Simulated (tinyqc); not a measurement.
Worked calculation: Pariser-Parr-Pople SCF with singles CI, for the molecule c1cc[nH]c1 (SMILES; centres numbered as the heavy atoms are written). One step of it, computed by the program tinyqc.

Task: PPP integrals. Mataga-Nishimoto: gamma = 14.399645/(R + a), a = 2 x 14.399645/(gamma_rr + gamma_ss); H_rr = -W_r - sum_(s != r) z_s gamma_rs; H_rs = beta for bonds.

Centres (angstrom, eV; a flat drawing with bonds scaled to 1.40 angstrom):
```
centre          x          y  core charge z          W   gamma_rr
1C       1.191000   0.000000              1  11.160000  11.130000
2C       0.368000   1.133000              1  11.160000  11.130000
3C      -0.963000   0.700000              1  11.160000  11.130000
4N      -0.963000  -0.700000              2  25.600000  16.800000
5C       0.368000  -1.133000              1  11.160000  11.130000
```

Resonance integrals (eV):
```
i  j       beta
1  2  -2.390000
2  3  -2.390000
3  4  -2.240000
4  5  -2.240000
5  1  -2.390000
```

Give: repulsion gamma_rs; core matrix H.

Result:

repulsion gamma_rs (eV), order 1C, 2C, 3C, 4N, 5C:
```
[[11.130, 5.345, 4.046, 4.369, 5.345],
 [5.345, 11.130, 5.346, 4.368, 4.045],
 [4.046, 5.346, 11.130, 5.923, 4.046],
 [4.369, 4.368, 5.923, 16.800, 5.924],
 [5.345, 4.045, 4.046, 5.924, 11.130]]
```

core matrix H (eV), order 1C, 2C, 3C, 4N, 5C:
```
[[-34.634, -2.390, 0.000, 0.000, -2.390],
 [-2.390, -34.633, -2.390, 0.000, 0.000],
 [0.000, -2.390, -36.445, -2.240, 0.000],
 [0.000, 0.000, -2.240, -46.184, -2.240],
 [-2.390, 0.000, 0.000, -2.240, -36.444]]
```
